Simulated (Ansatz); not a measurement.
# CH3B (triplet): the correlation ladder at distance B1–C2 = 1.692 Å, cc-pVDZ

How much of the correlation energy of CH3B (triplet) does each wave-function method recover here?

Program: Ansatz 0.2.0, Gaussian basis. Level of theory: cc-pVDZ, core rule «outside noble gas», up to 2 orbitals frozen. These are calculated values, not measurements.

The runs, in order: UHF; CCSD(T) on ROHF; CCSD(T) on UHF; BCCD(T) on ROHF; CISD; CCSDT(Q) on ROHF; CCSDT(Q) on UHF; CASSCF and MRCISD+Q, 4 electrons in 4 orbitals; CASSCF and NEVPT2, 4 electrons in 4 orbitals.

21 further runs of the same task are left out: 18 that didn't finish, 3 set aside as unsound or not needed.

**1. The system**

The geometry derives from a PBE0/def2-TZVP stationary point (not a proven minimum). One bond is set to the value named and the two fragments are kept rigid.

5 atoms, charge 0, spin multiplicity 3.

Atoms are counted from 1 here; the program's logs count them from 0.

Bond lengths: B1–C2 1.692 Å, B1–H3 1.194 Å, C2–H4 1.092 Å, C2–H5 1.087 Å. Angles: C2–B1–H3 128.3°, B1–C2–H4 123.5°, B1–C2–H5 123.0°, H4–C2–H5 113.6°.

**2. UHF**

Contents of in.yaml:

```yaml
crystal:
  periodic: [false, false, false]
  atoms:
    - {symbol: B, position_ang: [0.000000, -0.182049, 0.918841]}
    - {symbol: C, position_ang: [0.000000, 0.081913, -0.752442]}
    - {symbol: H, position_ang: [0.000000, 0.628459, 1.795111]}
    - {symbol: H, position_ang: [0.000000, 1.075212, -1.205128]}
    - {symbol: H, position_ang: [0.000000, -0.727115, -1.479152]}
basis:
  gaussian: {orbitals: cc-pVDZ}
magnetization: {spin_polarized: true, initial_magnetization: 2}
hamiltonian: {xc: hf}
output: {orbitals: {seedname: orbitals}}
```

On the command line:

```
> ansatz run in.yaml --threads 1 --pin off --events-out ev --progress --plain --max-ram 2393MiB
```

The runs that follow: CCSD(T) on ROHF; CCSD(T) on UHF; BCCD(T) on ROHF; CISD; CCSDT(Q) on ROHF; CCSDT(Q) on UHF; CASSCF and MRCISD+Q, 4 electrons in 4 orbitals; CASSCF and NEVPT2, 4 electrons in 4 orbitals.

Before running them: what should the planned runs give, taken together? Wanted: UCCSDT(Q) below the RHF energy; RMP2 from UCCSDT(Q); UMP2 from UCCSDT(Q); RCCSD from UCCSDT(Q); RCCSD(T) from UCCSDT(Q); UCCSD(T) from UCCSDT(Q); RCCSDT(Q) from UCCSDT(Q); T1 diagnostic.

**Answer**, as computed:

| quantity | value |
| --- | --- |
| UCCSDT(Q) below the RHF energy | -5.9836 eV |
| RMP2 from UCCSDT(Q) | +1076.4 meV |
| UMP2 from UCCSDT(Q) | +1087.8 meV |
| RCCSD from UCCSDT(Q) | +176.0 meV |
| RCCSD(T) from UCCSDT(Q) | +32.9 meV |
| UCCSD(T) from UCCSDT(Q) | +32.6 meV |
| RCCSDT(Q) from UCCSDT(Q) | +0.8 meV |
| levels within 1 kcal/mol (43 meV) | RCCSD(T), UCCSD(T), BCCD(T), RCCSDT, UCCSDT, RCCSDT(Q) |
| T1 diagnostic | 0.017 |

**Reading.** RCCSD(T) misses by +32.9 meV, 0.6 % of the correlation energy. These misses are within one basis, not against nature; the frozen cores of restricted and unrestricted runs differ, which can shift their rows.
